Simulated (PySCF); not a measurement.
Gas-phase reaction: 4 Al(CH3)2F + C5H8 (cyclic) ⇌ 4 AlH(CH3)2 + 2 C2H2 (acetylene) + CF4

Energies from PySCF, thermal terms from the rigid-rotor harmonic-oscillator model, ideal gas at 1 bar. † marks an energy on the PBE0/def2-TZVP geometry and frequencies; other levels use their own. CCSD(T) freezes the core. 6-31G* has spherical d functions here. All species are closed-shell singlets. B3LYP is the form with VWN-RPA correlation. Methyl groups turn as free rotors in Al(CH3)2F, AlH(CH3)2. Al(CH3)2F, AlH(CH3)2: computed as isolated molecules; such fragments, hydroxides, amides, oligomers or adducts are transient or little studied in the gas. CCSD(T) isn't extrapolated to the basis-set limit. The harmonic model lacks anharmonicity and excited electronic states, which grow with temperature; levels with a mode under 35 cm⁻¹ are left out.

```tsv
level	ΔE electronic, kJ	ΔH°(298 K), kJ	ΔS°(298 K), J/K	ΔG°(2000 K), kJ
B3LYP/6-31G*	1365	1291	289	669
CCSD(T)/def2-SVP†	1335	1264	283	660
PBE0/def2-SVP†	1369	1298	283	695
PBE0/def2-TZVP	1399	1327	283	724
LDA/def2-TZVP†	1446	1374	283	771
```
ΔH° is lowest at CCSD(T)/def2-SVP† and highest at LDA/def2-TZVP†. No reference value is set beside these.
